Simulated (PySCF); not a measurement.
Monochlorosilylene, ClHSi (singlet state).
SMILES: `Cl[SiH]`

The closed-shell ground state was solved at several levels (PySCF, density fitting, gas phase, non-relativistic). Geometry: PBE0-D3(BJ)/def2-SVP; no solvent, vibrations or thermal averaging.

```json
{"level": "KT3/pcSseg-2", "basis functions": "100", "total energy (Eh)": "-755.7115", "HOMO (eV)": "-6.03", "LUMO (eV)": "-3.86", "gap (eV)": "2.17", "dipole (D)": "1.15"}
{"level": "B3LYP/def2-TZVP", "basis functions": "80", "total energy (Eh)": "-750.3408", "HOMO (eV)": "-6.83", "LUMO (eV)": "-3.17", "gap (eV)": "3.66", "dipole (D)": "1.07"}
{"level": "B3LYP/def2-SVPD", "basis functions": "59", "total energy (Eh)": "-750.0873", "HOMO (eV)": "-6.88", "LUMO (eV)": "-3.23", "gap (eV)": "3.65", "dipole (D)": "1.13"}
{"level": "B3LYP/cc-pVTZ", "basis functions": "82", "total energy (Eh)": "-750.3504", "HOMO (eV)": "-6.84", "LUMO (eV)": "-3.18", "gap (eV)": "3.66", "dipole (D)": "1.08"}
{"level": "PBE0/pcSseg-1", "basis functions": "53", "total energy (Eh)": "-749.9713", "HOMO (eV)": "-7.10", "LUMO (eV)": "-3.14", "gap (eV)": "3.96", "dipole (D)": "1.29"}
{"level": "B3LYP/6-31G*", "basis functions": "38", "total energy (Eh)": "-750.2744", "HOMO (eV)": "-6.82", "LUMO (eV)": "-3.20", "gap (eV)": "3.62", "dipole (D)": "1.32"}
```

**Question.** Estimate the row for B3LYP/aug-cc-pVTZ-J, a basis of 156 functions; the other rows only guide the guess.

**Answer.** Total energy -750.3612 Eh, HOMO -6.88 eV, LUMO -3.23 eV, gap 3.65 eV, dipole 1.09 D.

**Question.** Over all these levels, which gives the widest orbital gap and which the narrowest?

**Answer.** PBE0/pcSseg-1 (global hybrid, 25 % exact exchange) has the widest, 3.96 eV, and KT3/pcSseg-2 (GGA) the narrowest, 2.17 eV. Functional and basis both differ between the two, so the spread mixes both effects.

**Question.** How much does the basis alone move the frontier levels among the 5 B3LYP rows (the withheld one included)?

**Answer.** The HOMO by 0.06 eV and the LUMO by 0.06 eV. By rising basis size (HOMO, LUMO in eV): 6-31G* -6.82, -3.20; def2-SVPD -6.88, -3.23; def2-TZVP -6.83, -3.17; cc-pVTZ -6.84, -3.18; aug-cc-pVTZ-J -6.88, -3.23.

**Question.** How far do the dipole and the HOMO energy spread over the levels?

**Answer.** The dipole runs from 1.07 to 1.32 D (mean 1.16 D) and the HOMO from -7.10 to -6.03 eV.
